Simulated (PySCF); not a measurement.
Compound: C5H7Cl.
Numbering: `[CH2:1]=[C:2]([Cl:3])/[CH:4]=[CH:5]\[CH3:6]` (hydrogens: H7, H8 on C1; H9 on C4; H10 on C5; H11, H12, H13 on C6)

Level: PBE0/pcSseg-1 and B3LYP/def2-SVPD in PySCF, non-relativistic, on one gas-phase PBE0-D3(BJ)/def2-SVP geometry that isn't relaxed in the solvent. The solvent is an IEF-PCM continuum (van der Waals radii × 1.2). Specific hydrogen bonds and non-electrostatic terms are outside this model.

Gas phase at PBE0/pcSseg-1: HOMO -6.71 eV, LUMO -1.14 eV, dipole 1.30 D.

Question: What does the continuum do to the energy, the frontier levels and the dipole at PBE0/pcSseg-1 in benzene and chloroform?

Answer: 
| solvent | ε | E(solvent) − E(gas) (kcal/mol) | polarisation term (kcal/mol) | distortion of the solute (kcal/mol) | HOMO (eV) | LUMO (eV) | dipole (D) |
| --- | --- | --- | --- | --- | --- | --- | --- |
| benzene | 2.271 | -1.19 | -1.26 | 0.07 | -6.68 | -1.11 | 1.49 |
| chloroform | 4.711 | -1.93 | -2.10 | 0.17 | -6.69 | -1.11 | 1.60 |

Polarisation term: ½ Σ q·V over the induced surface charges. Distortion: the rise of the solute's own energy as its density leaves the gas-phase optimum. From benzene to chloroform the lowering changes by a factor 1.61, Onsager's factor (ε − 1)/(2ε + 1) by 1.55 and ε itself by 2.1.

Question: Which radius a makes the point-dipole formula ΔE = −[(ε − 1)/(2ε + 1)]·μ²/a³ give the value in chloroform, with the gas-phase dipole?

Answer: μ = 0.511 au and |ΔE| = 0.00307 Eh give a = 1.65 Å; the farthest nucleus lies 3.40 Å from the centroid of the nuclei, so such a sphere wouldn't even hold the nuclei. The formula assumes a rigid point dipole at the centre of a sphere.

Gas phase at B3LYP/def2-SVPD: HOMO -6.51 eV, LUMO -1.40 eV, dipole 1.27 D.

Question: What does the continuum do to the energy, the frontier levels and the dipole at B3LYP/def2-SVPD in benzene and chloroform?

Answer: 
| solvent | ε | E(solvent) − E(gas) (kcal/mol) | polarisation term (kcal/mol) | distortion of the solute (kcal/mol) | HOMO (eV) | LUMO (eV) | dipole (D) |
| --- | --- | --- | --- | --- | --- | --- | --- |
| benzene | 2.271 | -1.03 | -1.10 | 0.07 | -6.47 | -1.35 | 1.48 |
| chloroform | 4.711 | -1.66 | -1.83 | 0.17 | -6.46 | -1.34 | 1.62 |

Question: How does the static polarisability (B3LYP/def2-SVPD, frozen core, with the continuum's full static response) change?

Answer: 
| medium | isotropic (au) | principal values (au) | ⟨r²⟩ of the electrons (bohr²) |
| --- | --- | --- | --- |
| gas | 81.2 | 51.6, 77.4, 114.7 | 792.4 |
| benzene | 94.5 | 58.8, 89.0, 135.7 | 792.0 |
| chloroform | 103.5 | 64.6, 96.8, 149.1 | 791.7 |

The isotropic value in chloroform is 1.27 times the gas-phase one; no cavity-field correction is applied. ⟨r²⟩ is taken about the centre of nuclear charge.

Cost: about 20 s of CPU time on one thread; the machine was shared, so the figure is rough. This is the whole shielding run at PBE0/pcSseg-1 in chloroform, SCF included.

Shape of the structure used: `[CH2:1]=[C:2]([Cl:3])/[CH:4]=[CH:5]\[CH3:6]`: C1–C2–C4–C5 -179°.
